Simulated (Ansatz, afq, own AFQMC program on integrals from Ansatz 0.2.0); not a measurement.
AFQMC on a folder of integrals that Ansatz 0.2.0 wrote.

```yaml
crystal:
  periodic: [false, false, false]
  atoms:
    - {symbol: Si, position_ang: [0.000000, -0.044955, 0.000000]}
    - {symbol: H, position_ang: [0.000000, 0.626325, -1.132639]}
    - {symbol: H, position_ang: [0.000000, 0.626324, 1.132640]}
basis:
  gaussian: {orbitals: cc-pVDZ}
magnetization: {spin_polarized: true, initial_magnetization: 2}
correlation: {method: ccsd_t, electrons: outside_noble_gas, hamiltonian_folder: ham}
```

```sh
$ ansatz run in.yaml --threads 1 --pin off --events-out ev --progress --plain --max-ram 24576MiB --backend cuda --devices 0, --max-vram 18GiB
```

Options of the walk:

```
--method free --trial mp1 --walkers 2 --time-step 0.08 --max-blocks 120 --target-error 0.00058 --factor-cut 1e-06 --seed 3471 --times 0.0,0.48,0.96,2.0,3.04,4.0 --taylor-order 6
```

Times are imaginary, in 1/Eh. The walk had a cap of 60 s.

```
orbitals 23  electrons 4 2  factors 188 of 271
reference energy -289.98711325 Eh
CCSD correlation -0.09290502 Eh in 9 cycles, weight of the determinant in the CISD state 0.9449
repeat  energy at the last time / Eh  error
    10  -290.088949  0.004666
    20  -290.081818  0.003117
    30  -290.082784  0.002352
    40  -290.081622  0.001771
    50  -290.081816  0.001587
    60  -290.082048  0.001475
    70  -290.081287  0.001299
    80  -290.081205  0.001238
    90  -290.081767  0.001221
   100  -290.081521  0.001130
   110  -290.081825  0.001093
   120  -290.081696  0.001047
time / (1/Eh)  energy / Eh  error  mean overlap
  0.00  -290.080236  0.000722  1.0423
  0.48  -290.080111  0.000643  1.0828
  0.96  -290.082365  0.000834  1.0538
  2.00  -290.082058  0.001045  1.0380
  3.04  -290.081795  0.001092  1.0711
  4.00  -290.081696  0.001047  1.1119
energy -290.081696 +/- 0.001047 Eh
```

The run passed its tests (error under three times the target), which doesn't prove that it has relaxed.

Against this walk (error 28.5 meV) on the same determinant: CCSD(T) 2.6 meV higher (within the noise), CCSDT(Q) 11.0 meV lower (within the noise), CCSDTQ 11.1 meV lower (within the noise), full CI 11.1 meV lower (within the noise). The error is statistical, and a free projection of finite length keeps a remainder of its start.

A setting was made bad on purpose (too few walkers), so the walk's energy isn't to be trusted.

Cautions: remainder of the start not in the error; error above the target (28.5 against 15.8 meV); lower spins were not checked; so few walkers bias the energy; the time-step error isn't removed.

CCSDT and higher add their correlation energy to the determinant of the CCSD(T) run, since their own runs factorise the integrals more tightly (a shift of under 2 meV). A walk keeps the symmetry of its determinant, which the program's search chose and which needn't be the lowest solution, so a lower state of the same spin and another symmetry isn't excluded.
